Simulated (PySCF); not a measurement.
H₂S: fields on a plane

Method: PBE0 in PySCF with S def2-TZVP, H def2-TZVP; no relativity; density-fitted integrals.

The singlet minimum has S–H 1.341 Å (×2); H–S–H 92.3°.

The plane holds S1 at (0.00, 0.00), H2 at (1.34, 0.00), H3 at (-0.05, 1.34) Å. Columns run from x = -1.95 to 3.75 Å, rows from y = 3.75 (top) to -1.95 Å, in steps of 0.3 Å. Other isomers or separated fragments may lie lower.

Task: Give the electrostatic potential (V) (cut at 20 V). Lower edges of the bins (V): '_' -0.33, '.' -0.21, ':' -0.02, '-' 0.28, '=' 0.76, '+' 1.52, '*' 2.72, '#' 4.62, '%' 7.64, '@' 12.42; top 20.0, each point printed twice.

Result: 
```
::::::::--------------::::::::::::::::::
::::----------------------::::::::::::::
::--------------------------::::::::::::
::--------========------------::::::::::
--------============------------::::::::
------====++++++++====------------::::::
----====++**####**++====------------::::
----==++**%%@@@@##++====--------------::
----==++**@@@@@@%%**++======----------::
----==++##%%@@@@%%**++++======----------
--==++**%%@@@@@@@@%%##****++====--------
--==++##@@@@@@@@@@@@%%%%##**++====------
::==++%%@@@@@@@@@@@@@@@@@@##++====------
::--++##@@@@@@@@@@@@@@@@@@##++====------
..::==**@@@@@@@@@@@@%%%%%%**++====------
....--++##@@@@@@@@%%##****++====--------
____..--++**##%%##**++++======--------::
______..--==++++++++======----------::::
________..::--====----------------::::::
________....::::--------------::::::::::
```

Task: Give the electron localisation function (set to 0 where the density is under 0.005 e/Å³). Lower edges of the bins: '0' 0.000, '1' 0.100, '2' 0.200, '3' 0.300, '4' 0.400, '5' 0.500, '6' 0.600, '7' 0.700, '8' 0.800, '9' 0.900; top 1.00.

Result: 
```
00000000000000000000
00000000000000000000
00000000000000000000
00000000000000000000
00004788600000000000
00048999961000000000
00169999972000000000
00169999972000000000
00159999961000000000
00147999842234200000
00136888645788730000
01356300269999960000
02566088089999980000
13687088089999980000
14789500289999970000
14689986667898700000
02578887533455300000
01357765311010000000
00134442100000000000
00001110000000000000
```
